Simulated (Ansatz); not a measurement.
# UHSE06/3-21G run of SiH (SMILES [SiH])

Aim: the vertical doublet–quartet gap of SiH at UHSE06/3-21G, from 2 runs. 

The calculation is run with Ansatz 0.2.0.

66 further runs of the same task are left out: 2 that didn't finish, 64 set aside as unsound or not needed.

## (1) The structure to begin with

SiH: 2 atoms, total charge 0, spin state doublet. SMILES: `[SiH]`. Geometry: relaxed at GFN2-xTB.

Bond lengths: Si1–H2 1.517 Å.

## (2) The energy at UHSE06/3-21G

The input, run.yaml:

```yaml
crystal:
  periodic: [false, false, false]
  atoms:
    - {symbol: Si, position_ang: [0.000000, 0.000000, 0.000000]}
    - {symbol: H, position_ang: [0.000000, 0.000000, 1.516560]}
basis:
  gaussian: {orbitals: 3-21G.json}
magnetization: {spin_polarized: true, initial_magnetization: 1}
hamiltonian: {xc: hse06}
accuracy: high
```

The basis set 3-21G is read from a file made from the Basis Set Exchange's data (not shown).

Run with:

```bash
$ ansatz run run.yaml --threads 1 --pin off --max-ram 2610MiB --events-out events.jsonl --progress --plain --runs-dir runs
```

Output:

```text
Warning: RAYON_NUM_THREADS=1 ignored (pool sized by the plan → 1); use --threads N
Functional definition: HSE06
  name "HSE06"
  parameter a = 0.25
  parameter omega = 0.11/bohr
  exchange = pbe_x - a*pbe_x_sr(omega) + a*exact_x_sr(omega)
  correlation = pbe_c
284 factors; integrals over basis functions are off by at most 2.9e-9 eV
54 factors; integrals over basis functions are off by at most 2.1e-9 eV
mean field evaluation 1: about -7845.4996 eV, gradient 2.9e0 eV
mean field evaluation 2: about -7845.5598 eV, gradient 1.1e0 eV
mean field evaluation 4: about -7845.5732 eV, gradient 5.5e-2 eV
mean field evaluation 8: about -7845.5706 eV, gradient 5.4e-4 eV
mean field evaluation 16: about -7845.5706 eV, gradient 1.0e-8 eV
mean field evaluation 32: about -7845.5706 eV, gradient 1.0e-8 eV
mean field -7845.57063625 eV, -288.3194029634 hartree, gradient 1.0e-8 eV, S^2 0.751071; 2 other end points of the search recorded, 0 dependent functions left out
reference -7845.57063836 eV, -288.3194030409 hartree; 8, 7 occupied and 7, 8 virtual orbitals, 284 factors
Total energy: -7845.57063836 eV, -288.3194030409 hartree
```

Run time: 1.2 s. Hardware: 1 thread of Arm Neoverse V2, shared host; peak memory 0.09 GiB.

## (3) The quartet, same level

The input, run.yaml:

```yaml
crystal:
  periodic: [false, false, false]
  atoms:
    - symbol: Si
      position_ang: [0.000000, 0.000000, 0.000000]
    - symbol: H
      position_ang: [0.000000, 0.000000, 1.516560]
basis:
  gaussian:
    orbitals: 3-21G.json
magnetization:
  spin_polarized: true
  initial_magnetization: 3
hamiltonian:
  xc: {name: HSE06}
accuracy: high
```

The basis set 3-21G is read from a file made from the Basis Set Exchange's data (not shown).

Run with:

```bash
$ ansatz run run.yaml --threads 1 --pin off --max-ram 2610MiB --events-out events.jsonl --progress --plain --runs-dir runs
```

Output:

```text
Warning: RAYON_NUM_THREADS=1 ignored (pool sized by the plan → 1); use --threads N
Functional definition: HSE06
  name "HSE06"
  parameter a = 0.25
  parameter omega = 0.11/bohr
  exchange = pbe_x - a*pbe_x_sr(omega) + a*exact_x_sr(omega)
  correlation = pbe_c
284 factors; integrals over basis functions are off by at most 2.9e-9 eV
54 factors; integrals over basis functions are off by at most 2.1e-9 eV
mean field evaluation 1: about -7844.0205 eV, gradient 2.5e0 eV
mean field evaluation 2: about -7844.1120 eV, gradient 1.7e0 eV
mean field evaluation 4: about -7844.1414 eV, gradient 1.2e-1 eV
mean field evaluation 8: about -7844.1417 eV, gradient 3.3e-3 eV
mean field -7844.14172597 eV, -288.2668914790 hartree, gradient 7.1e-8 eV, S^2 3.750438; 0 other end points of the search recorded, 0 dependent functions left out
reference -7844.14172825 eV, -288.2668915631 hartree; 9, 6 occupied and 6, 9 virtual orbitals, 284 factors
Total energy: -7844.14172825 eV, -288.2668915631 hartree
```

It took 0.74 s on 1 thread of Arm Neoverse V2, shared host; peak memory 0.09 GiB.

## (4) What came out

Level: UHSE06/3-21G.

| quantity | value |
| --- | --- |
| doublet: total energy | -288.31940 Eh |
| doublet: ⟨S²⟩ | 0.751 |
| quartet: total energy | -288.26689 Eh |
| quartet: ⟨S²⟩ | 3.750 |
| vertical energy of the quartet above the doublet | 1.429 eV |

In words: At this shape the quartet lies 1.43 eV (138 kJ/mol) above the doublet.
